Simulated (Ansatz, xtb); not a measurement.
**Relative energy of two structures of BH3PSi+**

Structure X: a singlet given by its coordinates. Structure Y: a singlet given by its coordinates. Both are isolated ions in the gas phase, relaxed with PBE0-D4/def2-TZVP.

X (Å):

```xyz
6

B    -2.2371    1.2456    0.4219
P    -3.2067   -0.2078    0.3537
Si   -1.6877   -0.5093    1.8223
H    -1.6057    2.2402    0.4409
H    -0.6346    0.4549    2.2207
H    -1.6631   -1.8055    2.5282
```

Close contacts (Å): B1–P2 1.75, B1–Si3 2.31, P2–Si3 2.13, B1–H4 1.18, Si3–H5 1.48, Si3–H6 1.48.

Y (Å):

```xyz
6

B    -0.2363    0.1622    0.2697
P     1.1683   -0.4155   -0.6783
Si    1.7316    1.5111    0.1066
H     1.1668   -1.2228   -1.8282
H    -1.3731   -0.0650    0.5012
H     0.1899    1.1282    0.9922
```

Close contacts (Å): B1–P2 1.79, B1–Si3 2.39, P2–Si3 2.16, B1–H5 1.18, B1–H6 1.28, P2–H4 1.41, Si3–H6 1.82.

Which of the two would you expect CCSD(T)/def2-TZVPP electronic energies to favour?

Structure X; the calculation gives E(Y) − E(X) = +0.176 eV.

Level by level:

| level | geometry | E(Y) − E(X) (eV) | departure from the last row (eV) | job, with rough time for the two |
| --- | --- | --- | --- | --- |
| PBE0-D4/def2-TZVP | PBE0-D4/def2-TZVP | +0.072 | −0.104 | optimisation, 38 s |
| HF/def2-TZVPP | PBE0-D4/def2-TZVP | +0.342 | +0.166 | part of the CCSD(T) run |
| MP2/def2-TZVPP | PBE0-D4/def2-TZVP | +0.300 | +0.124 | part of the CCSD(T) run |
| CCSD(T)/def2-TZVPP | PBE0-D4/def2-TZVP | +0.176 |  | single point, 18 s |

The levels shown agree on the order. The largest departure from CCSD(T)/def2-TZVPP is that of HF/def2-TZVPP, 0.166 eV. Levels run at GFN2-xTB geometries aren't shown.

With harmonic frequencies from PBE0-D4/def2-TZVP (ideal gas, rigid rotor, one conformer each, 298.15 K, 1 atm): the zero-point term adds +0.019 eV; ΔH is +0.195 and ΔG +0.189 eV.

The correlated steps freeze 11 core orbitals. Mirror images aren't counted in ΔG. Run with Ansatz 0.2.0; the last row on 2 threads of Intel(R) Xeon(R) Platinum 8375C CPU @ 2.90GHz (Ice Lake) on a shared host.
